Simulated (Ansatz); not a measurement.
## What each rung costs, and what it gives

Saddle point of SiH₄O₂, closed shell (SiH₄O₂ ([OH][SiH2][OH]) → SiH₂O ([O][SiH2]) + H₂O (still joined by a long Si–O bond); bonds formed: O2–H4; bonds broken: O3–H4; bonds weakened to dative contacts: Si1–O2), PBE0-D4/def2-TZVP structure:

Si1  (-0.218, -0.164, 0.706)
O2  (0.451, 0.591, -0.873)
O3  (0.578, -1.447, 0.322)
H4  (0.816, -0.412, -0.848)
H5  (-1.693, -0.056, 0.529)
H6  (0.229, 0.768, 1.770)
H7  (-0.164, 0.719, -1.606)
(Å)

Barriers are electronic and count from the start structure reached by relaxing down the imaginary mode.

Ansatz 0.2.0; basis: as named in each row; cores frozen in the correlated methods. B3LYP uses VWN-RPA correlation. Extrapolation: Hartree–Fock as exp(−7.88 √X), correlation as X^−2.97.

Times are rough, for one single point on 2 threads of a shared host (Arm Neoverse V1).

The estimate by CCSD(T) at an estimated basis limit (MP2 extrapolated from triple and quadruple zeta, plus CCSD(T) − MP2 in triple zeta) is 222.7 kJ/mol.

| method | basis | time (s) | barrier (kJ/mol) | method less estimate |
| --- | --- | --- | --- | --- |
| HF | STO-3G | under 1 | 363.7 | 141.0 |
| PBE-D4 | STO-3G | under 1 | 160.0 | -62.7 |
| SPW92 | def2-SVP | under 1 | 172.1 | -50.5 |
| B3LYP-D4 | 6-31G | under 1 | 202.1 | -20.6 |
| PBE-D4 | def2-SVP | under 1 | 181.7 | -41.0 |
| PBE0-D4 | def2-SVP | under 1 | 204.9 | -17.8 |
| SPW92 | def2-TZVPP | under 1 | 184.8 | -37.9 |
| CCSD(T) | def2-SVP | 1 | 214.7 | -8.0 |
| PBE-D4 | def2-TZVPP | 1 | 194.1 | -28.6 |
| BLYP-D4 | def2-TZVPP | 1 | 201.2 | -21.5 |
| B3LYP-D4 | def2-TZVPP | 2 | 217.6 | -5.1 |
| PBE0-D4 | def2-TZVPP | 2 | 215.0 | -7.7 |
| BHLYP-D4 | def2-TZVPP | 2 | 240.1 | 17.4 |
| CAM-B3LYP-D4 | def2-TZVPP | 2 | 222.5 | -0.1 |
| r2SCAN-D4 | def2-TZVPP | 3 | 212.1 | -10.6 |
| wB97M-V | def2-SVP | 3 | 208.1 | -14.5 |
| r2SCAN0-D4 | def2-TZVPP | 3 | 225.6 | 2.9 |
| B2PLYP | def2-TZVPP | 3 | 218.4 | -4.3 |
| PBE-QIDH | def2-TZVPP | 3 | 224.2 | 1.5 |
| RPA on PBE | def2-TZVPP | 3 | 217.5 | -5.2 |
| wB97X-V | def2-TZVPP | 5 | 222.6 | -0.1 |
| wB97M-V | def2-TZVPP | 6 | 218.5 | -4.2 |
| B97M-V | def2-TZVPP | 6 | 221.6 | -1.1 |
| MP2 | def2-QZVPP | 10 | 217.6 | -5.1 |
| CCSD(T) | def2-TZVPP | 21 | 222.4 | -0.3 |

All methods are single points on the PBE0-D4 structures.

The T1 diagnostic stays at or below 0.017.

Labels in which every atom is bracketed show which atoms are joined, not bond orders.
